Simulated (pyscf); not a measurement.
PySCF, gas phase, ωB97X-D3(BJ)/def2-SVP geometries.

**Question.** For the elementary gas-phase step `[PH]=[GaH]` + `[SiH4]` → `[SiH3][GaH][PH2]` (singlet surface; H–Si broken, H–P, Ga–Si formed), what barrier and reaction energy does PBE0-D3(BJ)/def2-TZVP give, measured from the separated reactants?

**Answer.** ΔE‡ = 19.6 kcal/mol, ΔE = -34.1 kcal/mol. CCSD(T)/def2-TZVPP + ΔMP2(QZVPP) gives 23.0 kcal/mol and -30.8 kcal/mol. Zero-point energy shifts the barrier by +0.6 kcal/mol. It is an addition across a multiple bond or ene-type step, with an imaginary mode of 1146i cm⁻¹. On the reactant side the descent ends in a complex, 5.0 kcal/mol under the separated species and 29.7 kcal/mol under the saddle at ωB97X-D3(BJ)/def2-TZVP. At the saddle there is also a short Ga–H contact that neither side keeps. The same reactants have a lower exit, to H₃Si–PH–GaH₂ (barrier +12.8 kcal/mol at ωB97M-D3(BJ)/def2-TZVP, against +27.6 kcal/mol here). HP=GaH lies 17.6 kcal/mol over its isomer H₂P–Ga [singlet] (electronic energy, ωB97M-D3(BJ)/def2-TZVP). This is the saddle that the search found; another between the same sides may lie lower. The CCSD(T) − MP2 part came from Ansatz, without density fitting, on the same reference. The frozen core leaves the outer d or s,p core shells of the metals and heavy elements correlated in the MP2 and CC values, and def2-TZVPP describes them poorly, which can shift differences by a few kcal/mol. Elements up to Kr have no core potential and no relativistic terms here.
